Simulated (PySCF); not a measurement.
ammonia cation (H3N), SMILES N (connectivity only; charge and spin as stated), charge +1, multiplicity 2.

Coordinates come from a r2SCAN-D4/def2-TZVPD optimisation. The spin state was assumed, not searched.

Two levels are set side by side: PBE/def2-TZVPD (PySCF) and M06-2X/def2-TZVPD (PySCF). Same geometry, gas phase. Differences are taken from unrounded values.

```
quantity                     M06-2X    PBE  PBE minus M06-2X
---------------------------  ------  -----  ----------------
α-spin orbital gap (eV)       15.59  10.71             -4.88
β-spin orbital gap (eV)       13.84   7.37             -6.47
mean polarisability (bohr³)     7.5    7.6               0.1
```

Rough cost on one machine, each run with all the roots and properties that it gave: M06-2X against PBE about 2 times.
